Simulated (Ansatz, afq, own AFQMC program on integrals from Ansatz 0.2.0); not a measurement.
## Atomization energy of CHGe, quartet, worked out

```xyz
3

Ge    0.0000    0.0140    0.3105
C     0.0000   -0.1369   -1.6710
H     0.0000    0.6198   -2.4658
```

Connectivity, by distances: Ge–CH.

Basis cc-pVDZ. Noble-gas cores (and the filled d shells of Ga–Kr and In–Xe) are frozen. Ansatz 0.2.0 and our own AFQMC program on the same integrals; the CISD trial comes from CCSD amplitudes, and released means the phaseless constraint is let go. Error bars are statistical, one sigma. No spin–orbit coupling.

Total energies in eV. CBS is CCSD(T) at the limit of def2-TZVPP/QZVPP (extrapolated itself); the highest rung of each member is named.

Cautions: inner d shell frozen; no relativity below Rb; no spin-orbit coupling; CHGe (quartet): lower spins were not checked.

| member | count | CCSD(T)/cc-pVDZ | highest rung in cc-pVDZ | which | CCSD(T)/CBS |
| --- | --- | --- | --- | --- | --- |
| Ge (triplet) | +1 | -56473.1139 | -56473.1222 | FCI | -56475.5964 |
| C (triplet) | +1 | -1027.5122 | -1027.5214 | FCI | -1028.3149 |
| H (doublet) | +1 | -13.5861 | -13.5861 | FCI | -13.6059 |
| CHGe, quartet | -1 | -57520.1634 | -57520.2057 | CCSDT(Q) | -57524.1451 |

Q: Work out the best estimate of the atomization energy: the CCSD(T)/CBS difference plus the step from CCSD(T) to the highest rung.

A: Sums with the counts: CCSD(T)/CBS 6.6279 eV, highest rung 5.9760 eV, CCSD(T)/cc-pVDZ 5.9512 eV. The step is 5.9760 − 5.9512 = 0.0248 eV, so the best estimate is 6.6279 + (0.0248) = 6.6527 eV = 641.9 kJ/mol. The basis set is worth 0.677 eV of it. Zero-point, core-correlation and spin–orbit terms aren't in it. Past Ne the Hartree–Fock part of each CBS total tends to overshoot, since the cores don't follow the formula; that largely cancels in the difference.

Best estimates are given only where the step beyond CCSD(T) is under 0.3 eV and no member's determinant is very poor (T1 over 0.05, or 0.07 for open shells, ⟨S²⟩ too high by 0.3, two states mixed), so the hardest cases are missing from such tables.

CCSDT and higher add their correlation energy to the determinant of the CCSD(T) run, since their own runs factorise the integrals more tightly (a shift of under 2 meV). Each member of a difference takes its own highest rung, so a best estimate needn't equal the limit plus the step of one row.
